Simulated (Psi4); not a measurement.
**DSD-PBEP86/aug-cc-pVDZ (density fitting for correlation) run of CH2F2 (difluoromethane)**

What is the vertical electron affinity of CH2F2 (difluoromethane) at DSD-PBEP86/aug-cc-pVDZ (density fitting for correlation)? Input form: a Python script.

Program for the calculation: Psi4 1.11.

### 1 The molecule

The species is CH2F2 (5 atoms), meant as a singlet with charge 0. SMILES: `FCF`. The shape is that of a PBE0-D4/def2-TZVP optimisation.

Bond lengths: F1–C2 1.351 Å, C2–F3 1.351 Å, C2–H4 1.093 Å, C2–H5 1.094 Å. Angles: F1–C2–F3 108.6°, F1–C2–H4 108.8°, F1–C2–H5 108.8°, F3–C2–H4 108.8°, F3–C2–H5 108.8°, H4–C2–H5 113.0°.

### 2 The energy at DSD-PBEP86/aug-cc-pVDZ (density fitting for correlation)

File ch2f2.py:

```python
import psi4

psi4.set_memory(1600000000)
psi4.set_num_threads(1)
psi4.core.set_output_file('run.log', False)

molecule = psi4.geometry("""
F     -1.073300     0.191200     0.698300
C      0.010100    -0.016900    -0.082300
F      1.090500    -0.179200     0.713200
H     -0.142700    -0.932900    -0.659500
H      0.165300     0.864200    -0.711100
symmetry c1
""")

psi4.set_options({
    'basis': 'aug-cc-pVDZ',
    'puream': True,
    'e_convergence': 1e-09,
    'd_convergence': 1e-08,
    'scf_type': 'pk',
    'dft_radial_points': 99,
    'dft_spherical_points': 590,
    'num_frozen_docc': 3,
})

result = psi4.energy("dsd-pbep86", molecule=molecule)
print(f'total energy {result:.8f} hartree = {result * 27.211386:.5f} eV')
```

Run with:

```sh
python ch2f2.py
```

run.log:

```text
[...]
  Running in c1 symmetry.
[...]
  Nuclear repulsion =   77.468210530799951
[...]
  Multiplicity = 1
[...]
  Nalpha       = 13
  Nbeta        = 13
[...]
    Number of basis functions: 87
[...]
   @RKS iter   1:  -238.31029219056555   -5.03302e-01   3.46128e-03 ADIIS/DIIS
[...]
   @RKS iter  10:  -238.34413783877932   -7.38964e-13   2.76858e-09 DIIS
[...]
    Orbital Energies [Eh]
    ---------------------
    Doubly Occupied:
       1A    -25.767620     2A    -25.767609     3A    -11.041195
       4A     -1.537313     5A     -1.477053     6A     -0.890815
       7A     -0.707445     8A     -0.702096     9A     -0.693984
      10A     -0.591432    11A     -0.561306    12A     -0.557645
      13A     -0.475459
[...]
  @RKS Final Energy:  -238.34413783877932
   => Energetics <=
    Nuclear Repulsion Energy =             77.4682105307999507
    One-Electron Energy =                -484.5847528431349929
    Two-Electron Energy =                 176.4735050705637036
    DFT Exchange-Correlation Energy =      -7.7011005970080122
    Empirical Dispersion Energy =           0.0000000000000000
    VV10 Nonlocal Energy =                  0.0000000000000000
    Total Energy =                       -238.3441378387793179
[...]
 Multipole Moments:
 ------------------------------------------------------------------------------------
     Multipole            Electronic (a.u.)      Nuclear  (a.u.)        Total (a.u.)
 ------------------------------------------------------------------------------------
 L = 1.  Multiply by 2.5417464519 to convert [e a0] to [Debye]
 Dipole X            :         -0.0035176            0.0050676            0.0015500
 Dipole Y            :          0.0518362           -0.0757344           -0.0238981
 Dipole Z            :          1.7891981           -2.6109082           -0.8217100
 Magnitude           :                                                    0.8220590
[...]
```

The script printed:

```text
total energy -238.63215071 hartree = -6493.51156 eV
```

Run time: 13 s. Hardware: 1 thread of Intel Xeon Platinum 8259CL at 2.50GHz (Skylake/Cascade Lake), shared host; peak memory 1 GiB.

### 3 The doublet anion

File ch2f2.xyz:

```xyz
5
CH2F2
F     -1.073300     0.191200     0.698300
C      0.010100    -0.016900    -0.082300
F      1.090500    -0.179200     0.713200
H     -0.142700    -0.932900    -0.659500
H      0.165300     0.864200    -0.711100
```

File run.py:

```python
import psi4

psi4.set_memory('1600 MB')
psi4.set_num_threads(1)
psi4.set_output_file('output.dat', False)

with open('ch2f2.xyz') as f:
    atoms = ''.join(f.readlines()[2:])
molecule = psi4.geometry('-1 2\n' + atoms + 'symmetry c1')

options = {'basis': 'aug-cc-pVDZ', 'reference': 'uks', 'puream': True, 'e_convergence': 1e-09, 'd_convergence': 1e-08, 'scf_type': 'pk', 'dft_radial_points': 99, 'dft_spherical_points': 590, 'num_frozen_docc': 3, 'maxiter': 200}
psi4.set_options(options)

result, w = psi4.energy("dsd-pbep86", return_wfn=True)
print('E =', round(result, 9))
```

Run with:

```sh
python run.py
```

output.dat:

```text
[...]
  Running in c1 symmetry.
[...]
  Nuclear repulsion =   77.468210530799951
[...]
  Multiplicity = 2
[...]
  Nalpha       = 14
  Nbeta        = 13
[...]
    Number of basis functions: 87
[...]
   @UKS iter   1:  -238.09827491017174   -2.91285e-01   5.01813e-03 ADIIS/DIIS
[...]
   @UKS iter  14:  -238.31612331739302   -3.75167e-12   4.59981e-09 DIIS
[...]
   @S^2 Observed:                7.500959330E-01
[...]
    Orbital Energies [Eh]
    ---------------------
    Alpha Occupied:
       1A    -25.630783     2A    -25.630771     3A    -10.891820
       4A     -1.400426     5A     -1.340649     6A     -0.749420
       7A     -0.566183     8A     -0.562797     9A     -0.558316
      10A     -0.455749    11A     -0.425721    12A     -0.419104
      13A     -0.331128    14A      0.040548
    Alpha Virtual:
      15A      0.124856    16A      0.171654    17A      0.172058
      18A      0.236563    19A      0.258585    20A      0.331104
      21A      0.337748    22A      0.353369    23A      0.356221
      24A      0.372455    25A      0.376462    26A      0.400485
[...]
  @UKS Final Energy:  -238.31612331739302
   => Energetics <=
    Nuclear Repulsion Energy =             77.4682105307999507
    One-Electron Energy =                -488.1745435741837582
    Two-Electron Energy =                 180.1188594284667772
    DFT Exchange-Correlation Energy =      -7.7286497024760070
    Empirical Dispersion Energy =           0.0000000000000000
    VV10 Nonlocal Energy =                  0.0000000000000000
    Total Energy =                       -238.3161233173930214
[...]
 Multipole Moments:
 ------------------------------------------------------------------------------------
     Multipole            Electronic (a.u.)      Nuclear  (a.u.)        Total (a.u.)
 ------------------------------------------------------------------------------------
 L = 1.  Multiply by 2.5417464519 to convert [e a0] to [Debye]
 Dipole X            :         -0.0108565            0.0050676           -0.0057888
 Dipole Y            :          0.1632658           -0.0757344            0.0875314
 Dipole Z            :          5.6171018           -2.6109082            3.0061936
 Magnitude           :                                                    3.0074733
[...]
```

The script printed:

```text
E = -238.605962597
```

It took 22 s on 1 thread of Intel Xeon Platinum 8259CL at 2.50GHz (Skylake/Cascade Lake), shared host; peak memory 1.1 GiB.

### 4 Outcome

At DSD-PBEP86/aug-cc-pVDZ (density fitting for correlation), 3 core orbitals frozen:

| quantity | value |
| --- | --- |
| singlet CH2F2: total energy | -238.63215 Eh |
| singlet CH2F2: HOMO energy (SCF part's orbitals) | -12.94 eV |
| singlet CH2F2: LUMO energy (SCF part's orbitals) | 0.65 eV |
| singlet CH2F2: HOMO–LUMO gap (SCF part's orbitals) | 13.59 eV |
| doublet anion: total energy | -238.60596 Eh |
| doublet anion: HOMO energy (SCF part's orbitals) (highest over α and β) | 1.10 eV |
| doublet anion: LUMO energy (SCF part's orbitals) (lowest over α and β) | 3.40 eV |
| doublet anion: ⟨S²⟩ | 0.750 |
| vertical electron affinity (to the doublet anion) | -0.713 eV |

The anion lies 0.71 eV (68.8 kJ/mol) above the neutral: the electron isn't bound at this level, and such a value depends on the basis. The HOMO (doublet anion) lies at positive energy, 1.10 eV; only total energies tell whether the electron is bound.
